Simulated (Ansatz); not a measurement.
Z-matrix (Å, degrees):
```
C
C 1 1.479
H 1 1.094 2 110.2
H 1 1.094 2 110.1 3 -118.5
H 1 1.088 2 111.8 3 120.8
F 2 1.345 1 112.8 3 59.5
C 2 1.328 1 129.0 3 -120.5
C 7 1.479 2 128.9 1 0.0
F 7 1.345 2 118.2 1 -180.0
H 8 1.094 7 110.1 2 120.9
H 8 1.088 7 111.8 2 0.2
H 8 1.094 7 110.2 2 -120.6
```

The species carries charge 0 and has multiplicity 1.

Task: List the PBE/def2-TZVPP orbital energies in eV (the Gaussian-basis code of Ansatz). (Best estimate.)

Result: The calculation gave: Occupied: -660.18, -660.18, -270.94, -270.92, -269.26, -269.26, -30.71, -30.27, -20.12, -18.46, -16.90, -14.15, -13.41, -12.21, -11.83, -10.86, -10.86, -10.26, -10.00, -9.88, -9.72, -8.86, -8.50, -5.49. Lowest empty: -0.13, 0.27, 0.95, 1.25, 1.96, 2.38, 2.87, 3.21.
